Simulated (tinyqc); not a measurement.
MP2 on RHF in the sto-3g basis, frozen core, for H2F+, spin multiplicity 1, step by step. One step of it, computed by the program tinyqc.

Task: Second-order Moller-Plesset energy. E2 = sum_ijab (ia|jb) [2 (ia|jb) - (ib|ja)] / (e_i + e_j - e_a - e_b) over occupied i, j and virtual a, b; the opposite-spin part is (ia|jb)^2 / denominator, the rest is same-spin, and SCS-MP2 scales them by 6/5 and 1/3.

orbital energies (hartree): MO1 -26.566767, MO2 -1.984451, MO3 -1.117710, MO4 -1.011768, MO5 -0.995273, MO6 -0.081320, MO7 0.085304

Two-electron integrals over orbitals (pq|rs), unique and non-zero (hartree); the lowest 1 orbital is frozen and left out:
```
(22|22) 0.857813    (32|32) 0.153249    (33|22) 0.743052    (33|33) 0.712321
(42|22) -0.005453   (42|33) -0.005816   (42|42) 0.164084    (43|32) 0.008781
(43|43) 0.047238    (44|22) 0.820713    (44|33) 0.700532    (44|42) -0.083588
(44|44) 0.886025    (52|52) 0.183443    (53|53) 0.037027    (54|52) -0.030000
(54|54) 0.052690    (55|22) 0.882751    (55|33) 0.732614    (55|42) -0.048336
(55|44) 0.834505    (55|55) 0.997514    (62|22) -0.136318   (62|33) -0.082216
(62|42) -0.043614   (62|44) -0.100851   (62|55) -0.142759   (62|62) 0.069298
(63|32) 0.027906    (63|43) 0.019629    (63|63) 0.073826    (64|22) -0.145180
(64|33) -0.083209   (64|42) 0.003460    (64|44) -0.151785   (64|55) -0.149280
(64|62) 0.058896    (64|64) 0.074228    (65|52) -0.050544   (65|54) -0.009095
(65|65) 0.023843    (66|22) 0.544688    (66|33) 0.534606    (66|42) 0.062798
(66|44) 0.518766    (66|55) 0.524192    (66|62) -0.043597   (66|64) -0.022911
(66|66) 0.528759    (72|32) 0.070513    (72|43) -0.019454   (72|63) -0.024475
(72|72) 0.058303    (73|22) 0.220130    (73|33) 0.164932    (73|42) -0.052149
(73|44) 0.207913    (73|55) 0.239150    (73|62) -0.068884   (73|64) -0.087154
(73|66) 0.014198    (73|73) 0.164730    (74|32) -0.050230   (74|43) 0.007964
(74|63) -0.043679   (74|72) -0.011172   (74|74) 0.046139    (75|53) 0.025856
(75|75) 0.020348    (76|32) -0.091486   (76|43) -0.049372   (76|63) -0.091563
(76|72) 0.002662    (76|74) 0.058813    (76|76) 0.165718    (77|22) 0.602784
(77|33) 0.600643    (77|42) 0.004736    (77|44) 0.582157    (77|55) 0.592592
(77|62) -0.042800   (77|64) -0.032199   (77|66) 0.524033    (77|73) 0.074213
(77|77) 0.564862
```

Hartree-Fock energy = -98.83723951 hartree

Give: Terms; Pair energies; MP2 correlation energy; SCS-MP2 correlation energy; MP2 total energy.

Result:

Terms:
```
i  j  a  b  (ia|jb)  (ib|ja)  denominator       term
3  3  7  7   0.1647   0.1647      -2.4060    -0.0113
3  4  7  6  -0.0872  -0.0437      -2.1335    -0.0053
4  3  6  7  -0.0872  -0.0437      -2.1335    -0.0053
4  4  6  6   0.0742   0.0742      -1.8609    -0.0030
3  3  6  6   0.0738   0.0738      -2.0728    -0.0026
2  3  6  7  -0.0689  -0.0245      -3.1061    -0.0025
3  2  7  6  -0.0689  -0.0245      -3.1061    -0.0025
2  2  6  6   0.0693   0.0693      -3.8063    -0.0013
2  4  6  6   0.0589   0.0589      -2.8336    -0.0012
4  2  6  6   0.0589   0.0589      -2.8336    -0.0012
4  4  7  7   0.0461   0.0461      -2.1941    -0.0010
2  2  7  7   0.0583   0.0583      -4.1395    -0.0008
5  5  6  6   0.0238   0.0238      -1.8279  -3.11e-04
5  5  7  7   0.0203   0.0203      -2.1612  -1.92e-04
2  3  7  6  -0.0245  -0.0689      -3.1061   1.57e-04
3  2  6  7  -0.0245  -0.0689      -3.1061   1.57e-04
2  4  7  7  -0.0112  -0.0112      -3.1668  -3.94e-05
4  2  7  7  -0.0112  -0.0112      -3.1668  -3.94e-05
3  4  6  7  -0.0437  -0.0872      -2.1335  -4.17e-06
4  3  7  6  -0.0437  -0.0872      -2.1335  -4.17e-06
```

Pair energies (hartree; pair i-j sums ij and ji):
```
pair  opposite spin  same spin
2-2         -0.0021     0.0000
3-2         -0.0034    -0.0013
3-3         -0.0139     0.0000
4-2         -0.0025     0.0000
4-3         -0.0089    -0.0018
4-4         -0.0039     0.0000
5-5         -0.0005     0.0000
```

MP2 correlation energy = -0.038343 hartree

SCS-MP2 correlation energy = -0.043375 hartree

MP2 total energy = -98.875582 hartree
